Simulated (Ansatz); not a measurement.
We consider bcc Li, described by PBEsol (Ansatz, a quantum-chemistry and plane-wave program, plane waves, PAW).

A relaxed, unreconstructed slab of the (100) face has 8 atoms, two equal faces of 11.784 Å² each and an energy of -1623.2697 eV. A bulk cell of 2 atoms with the same orientation and in-plane k mesh has -405.9965 eV. Energies are extrapolated to zero smearing.

Run with plane-wave cutoff 500 eV, 16×16×1 k mesh (along the axes of the cell as run), Fermi–Dirac smearing 0.1 eV, scalar-relativistic PAW data made under PBE.

Worked out: γ = (E_slab − N E_bulk per atom)/2A = [-1623.2697 − 8 × (-405.9965/2)]/(2 × 11.784) = 0.0304 eV/Å². With 16.022 J/m² per eV/Å² this is 0.49 J/m², or 0.36 eV per surface cell and face.
